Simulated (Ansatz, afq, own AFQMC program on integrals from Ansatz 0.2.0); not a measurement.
## NH3Cl, doublet: AFQMC among the cluster methods

```xyz
5

N    -1.8165   -0.0109   -0.0169
H    -2.1138    0.9570   -0.0169
H    -2.1138   -0.4132    0.8634
H    -0.5835   -0.0109   -0.0169
Cl    0.8545   -0.0109   -0.0169
```

Connectivity, by distances: NH2 ··· Cl, 1 bridging H.

Basis cc-pVTZ. Only valence electrons are correlated. AFQMC by an in-house program on the Cholesky factors that Ansatz 0.2.0 writes for its CCSD(T) run. The CISD trial takes its coefficients from CCSD amplitudes. Released means that phaseless walkers are propagated on without the constraint, phases kept. ± is one standard error of the sampling.

Determinant: UHF, the one that the program's search chose, which needn't be the lowest solution. The geometry is a point of a scan.

No full CI on the walks' own integrals is used here. The released AFQMC energy serves as the reference, which it does only where one determinant dominates, the energy is flat over the last release times and near the phaseless one (40 meV or 2 meV an electron, half that with transition metals). On small molecules, where full CI could be run and the noise was under 10 meV, such values lay within 10 meV of it in 19 cases of 20, a flattering rate, since the rule was set on those same cases; what remains of the bias isn't in the error bar.

Cautions: the released value is read at 1.50 1/Eh with a noise of 16 meV, more than in the cases checked (meV from the phaseless value at times in 1/Eh: -3 ± 10 at 0.24, -8 ± 10 at 0.51, -19 ± 15 at 0.99, -17 ± 16 at 1.50).

The T1 diagnostic is 0.0310 and the weight of the determinant in the CISD state is 0.841. The ⟨S²⟩ of the determinant is 0.772. The size of the correlated space is 15 electrons in 100 orbitals.

```tsv
level	correlation energy (eV)
MP2	-11.0790
CCSD	-12.0149
CCSD(T)	-12.4725
```

Problem. Estimate where phaseless AFQMC with a CISD trial lies against CCSD(T) on the same integrals.

Solution. 33.6 ± 9.1 meV below CCSD(T).

Reference: AFQMC with the constraint released, correlation energy -12.523 ± 0.016 eV.

| level | E − E(reference) (meV) | share of correlation (%) |
| --- | --- | --- |
| CCSD(T) | 50.6 ± 15.8 | 99.60 |
| ph-AFQMC/CISD | 17.0 ± 18.2 | 99.86 |

A walk keeps the symmetry of its determinant, which the program's search chose and which needn't be the lowest solution, so a lower state of the same spin and another symmetry isn't excluded. Released energies are given only where the last usable release times agree within the noise; a slower fall can still hide under it.
